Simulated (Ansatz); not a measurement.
Reaction (SMILES): C=CCl → 2 C atom + Cl atom + 3 H atom
B3LYP-D3(BJ)/def2-TZVP geometries, fixed; electronic energies without zero-point terms.

Basis-set convergence of the atomisation energy at B3LYP with Ansatz (an electronic-structure program). Cartesian d functions, on some or all atoms, in 6-31G*, 6-31+G*, 6-311G**; all else is spherical. The program fits the integrals of some runs and decomposes those of others, by size. Open shells are unrestricted. No added dispersion term, no relativity. Functions are those of the species that has most. Reference: the value in aug-pcseg-3, 540.30 kcal/mol, itself unsure by roughly 0.15 kcal/mol (its mean distance from aug-cc-pV(Q+d)Z, def2-QZVPPD, pcseg-3). Deviations are taken from unrounded values.

| basis | functions | atomisation energy (kcal/mol) | minus reference (kcal/mol) |
|---|---|---|---|
| 6-31G | 37 | 518.65 | -21.65 |
| pcseg-0 | 37 | 510.00 | -30.29 |
| def2-SV(P) | 52 | 535.81 | -4.49 |
| 6-31G* | 55 | 536.89 | -3.40 |
| pcseg-1 | 61 | 531.19 | -9.11 |
| 6-31+G* | 67 | 532.75 | -7.55 |
| 6-311G** | 81 | 535.33 | -4.97 |
| aug-pcseg-1 | 100 | 532.06 | -8.23 |
| def2-TZVPPD | 176 | 539.90 | -0.40 |
| 6-311++G(3df,3pd) | 179 | 540.68 | 0.39 |
| aug-pcseg-2 | 211 | 539.94 | -0.36 |
| pcseg-3 | 283 | 540.29 | -0.01 |
| aug-cc-pV(Q+d)Z | 387 | 540.27 | -0.03 |

The smallest set listed that lies within 2 kcal/mol of the reference with all its larger relatives (same family, alike in diffuse functions; a set with none counts only in the reference's own line) is def2-TZVPPD (176 functions, -0.40 kcal/mol off). Inside, with no larger relative to test it: 6-311++G(3df,3pd), pcseg-3, aug-cc-pV(Q+d)Z. (Relatives not listed, tested too: def2-QZVPPD -0.40, aug-pcseg-3 0.00 kcal/mol.)
